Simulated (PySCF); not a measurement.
Gas-phase thermal properties of SiO(OH)2

Computed with PySCF (xtb for GFN2) and rigid-rotor harmonic-oscillator thermochemistry at 1 bar. 6-31G* has spherical d functions here. All species are closed-shell singlets. B3LYP is the form with VWN-RPA correlation. SiO(OH)2: computed as isolated molecules; such fragments, hydroxides, amides, oligomers or adducts are transient or little studied in the gas. The harmonic model lacks anharmonicity and excited electronic states, which grow with temperature; levels with a mode under 35 cm⁻¹ are left out. Internal rotation in SiO(OH)2 is treated as a harmonic vibration of one conformer, which makes the entropy rough.

```csv
level,point group,σ,ZPE (kJ/mol),S°298 (J/mol/K),Cp298 (J/mol/K),S°1000 (J/mol/K),H1000 − H298 (kJ/mol)
B3LYP/6-31G*,Cs,1,85.3,293.1,74.8,408.3,69.3
GFN2-xTB,Cs,1,83.8,294.4,75.5,409.8,69.4
HF/6-31G*,Cs,1,92.9,288.1,71.0,400.1,67.6
PBE/def2-SVP,Cs,1,82.8,295.5,76.8,412.5,70.3
PBE0/def2-TZVP,Cs,1,87.0,291.6,74.3,406.6,69.2
```
σ: rotational symmetry number. Electronic degeneracy used: 1. Frequencies are unscaled.
